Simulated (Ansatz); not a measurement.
Input file:

```yaml
crystal:
  periodic: [false, false, false]
  atoms:
    - {symbol: Si, position_ang: [0.000000, 0.000000, 0.000000]}
    - {symbol: Ge, position_ang: [0.000000, 0.000000, 2.227700]}
basis:
  gaussian: {orbitals: aug-cc-pVDZ}
magnetization: {spin_polarized: true, initial_magnetization: 0}
correlation: {method: ccsdt_q, electrons: outside_noble_gas}
```

```sh
$ ansatz run in.yaml --threads 1 --pin off --events-out ev --progress --plain --max-ram 2393MiB
```

Log:

```
1123 factors; integrals over basis functions are off by at most 1.1e-7 eV
mean field evaluation 1: about -64330.3094 eV, gradient 4.7e0 eV
mean field evaluation 2: about -64330.3098 eV, gradient 4.7e0 eV
mean field evaluation 4: about -64330.5930 eV, gradient 7.6e-1 eV
mean field evaluation 8: about -64330.6014 eV, gradient 4.8e-4 eV
mean field evaluation 16: about -64330.7513 eV, gradient 9.9e-1 eV
mean field evaluation 32: about -64332.7089 eV, gradient 2.0e-6 eV
mean field evaluation 64: about -64330.5988 eV, gradient 4.2e-1 eV
mean field evaluation 96: about -64331.8898 eV, gradient 7.0e-1 eV
mean field evaluation 128: about -64332.5996 eV, gradient 2.3e-6 eV
mean field evaluation 160: about -64332.6456 eV, gradient 2.3e-1 eV
...
mean field -64332.77175777 eV, -2364.1857557791 hartree, gradient 8.1e-6 eV, S^2 1.016500; 38 other end points of the search recorded, 0 dependent functions left out
determinant -64332.77175777 eV, -2364.1857557791 hartree, with singles and doubles -64337.05144677 eV, -2364.3430314492 hartree
determinant -64332.70885565 eV, -2364.1834441687 hartree, with singles and doubles -64336.91421697 eV, -2364.3379883469 hartree
determinant -64332.59958267 eV, -2364.1794284609 hartree, with singles and doubles -64336.92795522 eV, -2364.3384932181 hartree
determinant -64332.57331210 eV, -2364.1784630351 hartree, with singles and doubles -64336.93267214 eV, -2364.3386665619 hartree
determinant -64332.43247372 eV, -2364.1732873203 hartree, with singles and doubles -64336.96710871 eV, -2364.3399320825 hartree
determinant -64331.96681852 eV, -2364.1561748073 hartree, with singles and doubles -64336.58534512 eV, -2364.3259025293 hartree
determinant -64331.89659572 eV, -2364.1535941671 hartree, with singles and doubles -64336.61329758 eV, -2364.3269297634 hartree
determinant -64331.63858819 eV, -2364.1441125652 hartree, with singles and doubles -64336.04966816 eV, -2364.3062167641 hartree
determinant -64331.08869325 eV, -2364.1239042988 hartree, with singles and doubles -64334.89612834 eV, -2364.2638249577 hartree
determinant -64330.77967487 eV, -2364.1125480830 hartree, with singles and doubles -64336.30459055 eV, -2364.3155849893 hartree
determinant -64330.60139038 eV, -2364.1059962488 hartree, with singles and doubles -64336.29065529 eV, -2364.3150728777 hartree
determinant -64329.61177914 eV, -2364.0696287065 hartree, with singles and doubles -64334.61397447 eV, -2364.2534559943 hartree
determinant -64329.53434451 eV, -2364.0667830362 hartree, with singles and doubles -64333.83544296 eV, -2364.2248454889 hartree
determinant -64329.31351847 eV, -2364.0586678288 hartree, with singles and doubles -64334.03219642 eV, -2364.2320760453 hartree
determinant -64332.77175777 eV, -2364.1857557791 hartree, with singles and doubles -64337.05150083 eV, -2364.3430334355 hartree
determinant -64332.70885565 eV, -2364.1834441687 hartree, with singles and doubles -64336.93660441 eV, -2364.3388110701 hartree
determinant -64332.59958267 eV, -2364.1794284609 hartree, with singles and doubles -64336.94529357 eV, -2364.3391303909 hartree
determinant -64332.57331210 eV, -2364.1784630351 hartree, with singles and doubles -64336.94590478 eV, -2364.3391528526 hartree
determinant -64332.43247372 eV, -2364.1732873203 hartree, with singles and doubles -64336.96809647 eV, -2364.3399683821 hartree
determinant -64331.96681852 eV, -2364.1561748073 hartree, with singles and doubles -64336.58759528 eV, -2364.3259852213 hartree
determinant -64331.89659572 eV, -2364.1535941671 hartree, with singles and doubles -64336.60724793 eV, -2364.3267074428 hartree
19 core orbitals not correlated: weight in the atoms' cores, before any rotation towards them, 1.000 or more for the frozen orbitals, at most 0.000 for the correlated occupied ones
reference -64332.77175777 eV, -2364.1857557791 hartree; 4, 4 occupied and 40, 40 virtual orbitals, 1123 factors
second order -3.40796454 eV of doubles, -0.00000000 eV of singles
...
cycle  13  -4.68142924 eV  change   -1.6e-3 eV  update   2.1e-4
cycle  14  -4.68075859 eV  change    6.7e-4 eV  update   1.1e-4
cycle  15  -4.68100830 eV  change   -2.5e-4 eV  update   6.2e-5
cycle  16  -4.68093900 eV  change    6.9e-5 eV  update   2.5e-5
cycle  17  -4.68095566 eV  change   -1.7e-5 eV  update   1.4e-5
cycle  18  -4.68095773 eV  change   -2.1e-6 eV  update   7.7e-6
cycle  19  -4.68095814 eV  change   -4.0e-7 eV  update   4.0e-6
cycle  20  -4.68096233 eV  change   -4.2e-6 eV  update   2.0e-6
cycle  21  -4.68096042 eV  change    1.9e-6 eV  update   8.0e-7
cycle  22  -4.68096039 eV  change    2.2e-8 eV  update   4.3e-7
perturbative correction -0.08088692 eV, -0.0029725394 hartree
WARN: the results are in doubt because among natural orbitals full CI differs from the method by +0.680 eV
Total energy: -64337.53360508 eV, -2364.3607504401 hartree
In doubt: among natural orbitals full CI differs from the method by +0.680 eV
```

The determinant's ⟨S²⟩ is 1.02 against 0.00 for a pure state.

Ran on 1 thread of Arm Neoverse V1, shared host: 2 min wall, 0.41 GiB peak host memory.
